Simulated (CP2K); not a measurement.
# doublet C4H10S+: levels of theory compared

Aim: a comparison of 4 runs (UHF/STO-3G, PM3, DFTB2, PM6) of doublet C4H10S+. 

Program for the calculation: CP2K 2026.2.

3 further runs of the same task are left out: 3 that didn't finish.

### 1 The molecule

C4H10S+: 15 atoms, total charge +1, spin state doublet. As SMILES of the parent species, `CCSCC`. The coordinates come from a PBE0-D4/def2-TZVP relaxation. This is one conformer, not always the lowest. That shape belongs to the parent species and isn't relaxed for this state.

Bond lengths: C1–C2 1.515 Å, C2–S3 1.806 Å, S3–C4 1.806 Å, C4–C5 1.515 Å, C1–H6 1.092 Å, C1–H7 1.094 Å, C1–H8 1.092 Å, C2–H9 1.093 Å, C2–H10 1.093 Å, C4–H11 1.093 Å, C4–H12 1.093 Å, C5–H13 1.092 Å, C5–H14 1.092 Å, C5–H15 1.094 Å. Some angles: C1–C2–S3 114.8°, C2–S3–C4 102.2°, S3–C4–C5 114.8°, C1–C2–H9 110.6°, C1–C2–H10 111.2°, S3–C2–H9 103.6°, S3–C2–H10 109.5°, C2–C1–H6 110.9°, C2–C1–H7 110.4°, C2–C1–H8 111.6°.

### 2 A single-point energy at UHF/STO-3G (run 1)

job.inp

```
&GLOBAL
   PROJECT job
   RUN_TYPE ENERGY
   PRINT_LEVEL MEDIUM
&END

&FORCE_EVAL
   METHOD QUICKSTEP
   &DFT
      BASIS_SET_FILE_NAME ./sto_3g.basis
      POTENTIAL_FILE_NAME POTENTIAL
      CHARGE 1
      MULTIPLICITY 2
      UNRESTRICTED_KOHN_SHAM T
      ! Quickstep
      &QS
         METHOD GAPW
         EPS_DEFAULT 1.0E-10
      &END
      &MGRID
         CUTOFF 280
         REL_CUTOFF 50
         NGRIDS 4
      &END
      ! cluster boundary conditions
      &POISSON
         PERIODIC NONE
         POISSON_SOLVER MULTIPOLE
      &END
      ! self-consistent field
      &SCF
         SCF_GUESS ATOMIC
         EPS_SCF 1.0E-06
         MAX_SCF 50
         &OT
            MINIMIZER CG
            PRECONDITIONER FULL_ALL
         &END
         &OUTER_SCF
            EPS_SCF 1.0E-06
            MAX_SCF 5
         &END
      &END
      ! exchange and correlation
      &XC
         &XC_FUNCTIONAL NONE
         &END
         &HF
            FRACTION 1
            &SCREENING
               EPS_SCHWARZ 1.0E-10
            &END
            &MEMORY
               MAX_MEMORY 1050
            &END
         &END
      &END
      ! extra output
      &PRINT
         &MOMENTS
            PERIODIC F
            REFERENCE COM
            MAX_MOMENT 1
         &END
         &MO_CUBES
            NLUMO 1
            NHOMO -1
            WRITE_CUBE F
         &END
         &LOWDIN ON
         &END
         &HIRSHFELD OFF
         &END
      &END
   &END
   &SUBSYS
      ! box in angstrom
      &CELL
         ABC 12.3 10.1 10.4
         PERIODIC NONE
      &END
      &COORD
         C     -1.973500     0.077200    -0.225200
         C     -0.909300    -0.781100    -0.878900
         S      0.234800    -1.576900     0.269900
         C      1.046600    -0.160100     1.041900
         C      1.852100     0.706000     0.094600
         H     -2.543000    -0.499300     0.506200
         H     -2.666800     0.464900    -0.977100
         H     -1.537200     0.936200     0.289400
         H     -1.365700    -1.620400    -1.409900
         H     -0.344200    -0.212900    -1.622000
         H      0.307100     0.431800     1.587200
         H      1.697200    -0.614700     1.793500
         H      2.597900     0.111800    -0.436800
         H      1.214400     1.189000    -0.649100
         H      2.367900     1.497700     0.645600
      &END
      &TOPOLOGY
         &CENTER_COORDINATES
         &END
      &END
      &KIND C
         BASIS_SET STO-3G
         POTENTIAL ALL
         LEBEDEV_GRID 194
         RADIAL_GRID 100
      &END
      &KIND S
         BASIS_SET STO-3G
         POTENTIAL ALL
         LEBEDEV_GRID 194
         RADIAL_GRID 100
      &END
      &KIND H
         BASIS_SET STO-3G
         POTENTIAL ALL
         LEBEDEV_GRID 194
         RADIAL_GRID 100
      &END
   &END
&END
```

Command:

```bash
OMP_NUM_THREADS=1 cp2k.psmp -i job.inp -o job.out
```

The log of the run:

```text
CP2K| version string:                                       CP2K version 2026.2
[...]
 GLOBAL| Method name                                                        CP2K
[...]
 GLOBAL| Run type                                                         ENERGY
[...]
 DFT| Spin unrestricted (spin-polarized) Kohn-Sham calculation               UKS
 DFT| Multiplicity                                                             2
[...]
 DFT| Charge                                                                   1
[...]
 QS| Method:                                                                GAPW
[...]
 QS| Density cutoff [a.u.]:                                                140.0
[...]
 QS| Relative density cutoff [a.u.]:                                        25.0
[...]
                             - Atoms:                                         15
[...]
                             - Spherical basis functions:                     39
[...]
 Number of electrons:                                                         25
[...]
     1 OT CG       0.15E+00    1.4     0.21351067      -527.0119975639 -5.27E+02
[...]
     8 OT CG       0.77E+00    0.6     0.00000093      -548.4508949306 -3.77E-09
  *** SCF run converged in     8 steps ***
[...]
  Overlap energy of the core charge distribution:               0.00000836344603
  Self energy of the core charge distribution:               -302.49921819373878
  Core Hamiltonian energy:                                   -245.78257614614375
  Hartree energy:                                              95.79347344803890
  Exchange-correlation energy:                                  0.00000000000000
  Hartree-Fock Exchange energy:                               -49.14566821804509
[...]
  Dipole moment [Debye]
    X=  0.1102953E+00 Y= -0.7233531E+00 Z=  0.1245049E+00  Total=      0.7422306
[...]
 HOMO - LUMO gap [eV] :   13.163629
 ENERGY| Total FORCE_EVAL ( QS ) energy [hartree]           -548.450894930646200
[...]
```

It took 55 s on 1 thread of Arm Neoverse V1, shared host; peak memory 0.66 GiB.

### 3 A single-point energy at PM3 (run 2)

molecule.inp

```
&GLOBAL
  PROJECT molecule
  RUN_TYPE ENERGY
  PRINT_LEVEL MEDIUM
&END GLOBAL

&FORCE_EVAL
  METHOD QUICKSTEP
  &DFT
    CHARGE 1
    MULTIPLICITY 2
    UKS T
    # Quickstep
    &QS
      METHOD PM3
      EPS_DEFAULT 1.0E-10
      &SE
        &COULOMB
          CUTOFF [angstrom] 50
          RC_RANGE [angstrom] 0
        &END COULOMB
        &EXCHANGE
          CUTOFF [angstrom] 50
          RC_RANGE [angstrom] 0
        &END EXCHANGE
      &END SE
    &END QS
    # cluster boundary conditions
    &POISSON
      PERIODIC NONE
      POISSON_SOLVER ANALYTIC
    &END POISSON
    # self-consistent field
    &SCF
      SCF_GUESS ATOMIC
      EPS_SCF 1.0E-07
      MAX_SCF 100
      ADDED_MOS 2
      &DIAGONALIZATION
        ALGORITHM STANDARD
      &END DIAGONALIZATION
      &MIXING
        METHOD DIRECT_P_MIXING
        ALPHA 0.4
      &END MIXING
    &END SCF
    &PRINT
      &MOMENTS
        PERIODIC F
        REFERENCE COM
        MAX_MOMENT 1
      &END MOMENTS
      &MO ON
        ENERGIES T
        OCCUPATION_NUMBERS T
        NDIGITS 6
        &EACH
          QS_SCF 0
        &END EACH
        ADD_LAST NUMERIC
      &END MO
      &HIRSHFELD OFF
      &END HIRSHFELD
    &END PRINT
  &END DFT
  &SUBSYS
    # vacuum box
    &CELL
      ABC 17.3 15.1 15.4
      PERIODIC NONE
    &END CELL
    &COORD
      C     -1.973500     0.077200    -0.225200
      C     -0.909300    -0.781100    -0.878900
      S      0.234800    -1.576900     0.269900
      C      1.046600    -0.160100     1.041900
      C      1.852100     0.706000     0.094600
      H     -2.543000    -0.499300     0.506200
      H     -2.666800     0.464900    -0.977100
      H     -1.537200     0.936200     0.289400
      H     -1.365700    -1.620400    -1.409900
      H     -0.344200    -0.212900    -1.622000
      H      0.307100     0.431800     1.587200
      H      1.697200    -0.614700     1.793500
      H      2.597900     0.111800    -0.436800
      H      1.214400     1.189000    -0.649100
      H      2.367900     1.497700     0.645600
    &END COORD
    &TOPOLOGY
      &CENTER_COORDINATES
      &END CENTER_COORDINATES
    &END TOPOLOGY
  &END SUBSYS
&END FORCE_EVAL
```

Command:

```bash
OMP_NUM_THREADS=1 cp2k.psmp -i molecule.inp -o molecule.out
```

The log of the run:

```text
CP2K| version string:                                       CP2K version 2026.2
[...]
 GLOBAL| Method name                                                        CP2K
[...]
 GLOBAL| Run type                                                         ENERGY
[...]
                             - Atoms:                                         15
[...]
                             - Spherical basis functions:                     30
[...]
 Number of electrons:                                                         16
[...]
     1 P_Mix/Diag. 0.40E+00    0.0     0.33050969       -20.8752564547 -2.09E+01
[...]
    26 DIIS/Diag.  0.76E-07    0.0     0.00000006       -29.6345097027 -3.13E-13
  *** SCF run converged in    26 steps ***
  Core-core repulsion energy [eV]:                           2455.75109349736567
  Core Hamiltonian energy [eV]:                             -1169.10932913577244
  Two-electron integral energy [eV]:                        -4186.07556656295856
  Electronic energy [eV]:                                   -3262.14711241725172
  Total energy [eV]:                                         -806.39601891988605
  Atomic reference energy [eV]:                               814.22152233944109
  Heat of formation [kcal/mol]:                               180.46041021318231
[...]
 SE_DIPOLE| Moment [Debye]         -0.08069688       0.53777722      -0.09160209
 SE_DIPOLE| Derivative [a.u.]       0.00000000       0.00000000       0.00000000
 ENERGY| Total FORCE_EVAL ( QS ) energy [hartree]            -29.634509702658633
[...]
```

Run time: 0.32 s. Hardware: 1 thread of Arm Neoverse V1, shared host.

Run 3 isn't shown in full; the table further down has it.

### 4 A single-point energy at PM6 (run 4)

molecule.inp

```
&GLOBAL
  PROJECT_NAME molecule
  RUN_TYPE ENERGY
  PRINT_LEVEL MEDIUM
&END GLOBAL

&FORCE_EVAL
  METHOD QS
  &DFT
    CHARGE 1
    MULTIPLICITY 2
    LSD T
    &QS
      METHOD PM6
      EPS_DEFAULT 1.0E-10
      &SE
        &COULOMB
          CUTOFF [angstrom] 50
          RC_RANGE [angstrom] 0
        &END COULOMB
        &EXCHANGE
          CUTOFF [angstrom] 50
          RC_RANGE [angstrom] 0
        &END EXCHANGE
      &END SE
    &END QS
    &POISSON
      PERIODIC NONE
      POISSON_SOLVER ANALYTIC
    &END POISSON
    &SCF
      SCF_GUESS ATOMIC
      EPS_SCF 1.0E-07
      MAX_SCF 80
      &DIAGONALIZATION
        ALGORITHM STANDARD
      &END DIAGONALIZATION
      &MIXING
        METHOD DIRECT_P_MIXING
        ALPHA 0.4
      &END MIXING
    &END SCF
    &PRINT
      &MOMENTS
        PERIODIC F
        REFERENCE COM
        MAX_MOMENT 1
      &END MOMENTS
      &MO ON
        ENERGIES T
        OCCUPATION_NUMBERS T
        NDIGITS 6
        &EACH
          QS_SCF 0
        &END EACH
        ADD_LAST NUMERIC
      &END MO
      &HIRSHFELD OFF
      &END HIRSHFELD
    &END PRINT
  &END DFT
  &SUBSYS
    &CELL
      ABC 17.3 15.1 15.4
      PERIODIC NONE
    &END CELL
    &COORD
      C      6.710950     7.688550     7.389050
      C      7.775150     6.830250     6.735350
      S      8.919250     6.034450     7.884150
      C      9.731050     7.451250     8.656150
      C     10.536550     8.317350     7.708850
      H      6.141450     7.112050     8.120450
      H      6.017650     8.076250     6.637150
      H      7.147250     8.547550     7.903650
      H      7.318750     5.990950     6.204350
      H      8.340250     7.398450     5.992250
      H      8.991550     8.043150     9.201450
      H     10.381650     6.996650     9.407750
      H     11.282350     7.723150     7.177450
      H      9.898850     8.800350     6.965150
      H     11.052350     9.109050     8.259850
    &END COORD
  &END SUBSYS
&END FORCE_EVAL
```

Command:

```bash
OMP_NUM_THREADS=1 cp2k.psmp -i molecule.inp > molecule.out 2>&1
```

The log of the run:

```text
CP2K| version string:                                       CP2K version 2026.2
[...]
 GLOBAL| Method name                                                        CP2K
[...]
 GLOBAL| Run type                                                         ENERGY
[...]
                             - Atoms:                                         15
[...]
                             - Spherical basis functions:                     35
[...]
 Number of electrons:                                                         16
[...]
     1 P_Mix/Diag. 0.40E+00    0.0     0.41109219       -20.2349655631 -2.02E+01
[...]
    27 DIIS/Diag.  0.91E-07    0.0     0.00000005       -29.1334385709 -2.63E-13
  *** SCF run converged in    27 steps ***
  Core-core repulsion energy [eV]:                           2526.73668999489519
  Core Hamiltonian energy [eV]:                             -1225.47398683465417
  Two-electron integral energy [eV]:                        -4188.04776635046801
  Electronic energy [eV]:                                   -3319.49787000988863
  Total energy [eV]:                                         -792.76118001499310
  Atomic reference energy [eV]:                               800.13382433944093
  Heat of formation [kcal/mol]:                               170.01723056193984
[...]
 SE_DIPOLE| Moment [Debye]         -0.17581418       1.17080668      -0.19949678
 SE_DIPOLE| Derivative [a.u.]       0.00000000       0.00000000       0.00000000
 ENERGY| Total FORCE_EVAL ( QS ) energy [hartree]            -29.133438570930515
[...]
```

Run time: 0.32 s. Hardware: 1 thread of Arm Neoverse V1, shared host.

### 5 The series

```csv
run,level,scheme,SCF convergence threshold,energy (Eh),HOMO energy (eV),wall time
1,UHF/STO-3G,GAPW,1e-06,-548.450895,-16.84,55 s
2,PM3,–,1e-07,-29.634510,-16.31,0.32 s
3,DFTB2,–,1e-06,-12.740747,–,0.95 s
4,PM6,–,1e-07,-29.133439,-15.59,0.32 s
```

### 6 Results

| quantity | value |
| --- | --- |
| run 4: total energy | -29.13344 Eh |
| run 4: HOMO energy (highest over α and β) | -15.59 eV |
| run 4: heat of formation | 170.0 kcal/mol |

In words: In run 1 the basis is minimal, so the values are rough. Force-field and semi-empirical energies have zeros of their own, so their totals don't compare. All runs together took 56 s, the longest 55 s.
